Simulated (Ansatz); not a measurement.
The input, for Ansatz 0.2.0:

```yaml
crystal:
  periodic: [false, false, false]
  atoms:
    - {symbol: P, position_ang: [0.000000, -0.256906, 0.000000]}
    - {symbol: O, position_ang: [0.000000, 0.301050, -1.339554]}
    - {symbol: O, position_ang: [0.000000, 0.301050, 1.339554]}
    - {symbol: H, position_ang: [0.000000, -1.662674, 0.000000]}
basis:
  gaussian: {orbitals: cc-pVDZ}
magnetization: {spin_polarized: false}
correlation: {method: ccsdt_q, electrons: outside_noble_gas}
```

```sh
$ ansatz run in.yaml --threads 1 --pin off --events-out ev --progress --plain --max-ram 2393MiB
```

Roughly how long does this take on 1 thread of AMD EPYC, shared host, and how much host memory?

83 s wall and 0.52 GiB.

```
907 factors; integrals over basis functions are off by at most 1.9e-7 eV
mean field evaluation 1: about -13357.3277 eV, gradient 4.8e1 eV
mean field evaluation 2: about -13357.3358 eV, gradient 4.8e1 eV
mean field evaluation 4: about -13361.6545 eV, gradient 2.1e0 eV
mean field evaluation 8: about -13361.6736 eV, gradient 1.5e-1 eV
mean field evaluation 16: about -13361.6585 eV, gradient 5.0e-1 eV
mean field -13361.67376688 eV, -491.0324540650 hartree, gradient 1.5e-6 eV, S^2 0.000000; 0 other end points of the search recorded, 0 dependent functions left out
7 core orbitals not correlated: weight in the atoms' cores, before any rotation towards them, 1.000 or more for the frozen orbitals, at most 0.000 for the correlated occupied ones
reference -13361.67376688 eV, -491.0324540650 hartree; 9, 9 occupied and 35, 35 virtual orbitals, 907 factors
second order -13.42705614 eV of doubles, -0.00000000 eV of singles
cycle   1  -12.97926098 eV  change    4.5e-1 eV  update   1.4e-1
cycle   2  -13.65174618 eV  change   -6.7e-1 eV  update   8.7e-2
cycle   3  -14.07744462 eV  change   -4.3e-1 eV  update   3.1e-2
cycle   4  -14.05606049 eV  change    2.1e-2 eV  update   1.1e-2
cycle   5  -14.03142153 eV  change    2.5e-2 eV  update   4.8e-3
cycle   6  -14.03430600 eV  change   -2.9e-3 eV  update   2.3e-3
cycle   7  -14.03727709 eV  change   -3.0e-3 eV  update   8.1e-4
cycle   8  -14.03733909 eV  change   -6.2e-5 eV  update   4.4e-4
cycle   9  -14.03683769 eV  change    5.0e-4 eV  update   1.5e-4
cycle  10  -14.03698418 eV  change   -1.5e-4 eV  update   6.4e-5
cycle  11  -14.03682953 eV  change    1.5e-4 eV  update   2.9e-5
cycle  12  -14.03684134 eV  change   -1.2e-5 eV  update   1.0e-5
cycle  13  -14.03685133 eV  change   -1.0e-5 eV  update   4.0e-6
cycle  14  -14.03685541 eV  change   -4.1e-6 eV  update   1.7e-6
cycle  15  -14.03685436 eV  change    1.0e-6 eV  update   8.0e-7
perturbative correction -0.06668016 eV, -0.0024504506 hartree
Total energy: -13375.77730140 eV, -491.5507493990 hartree
```
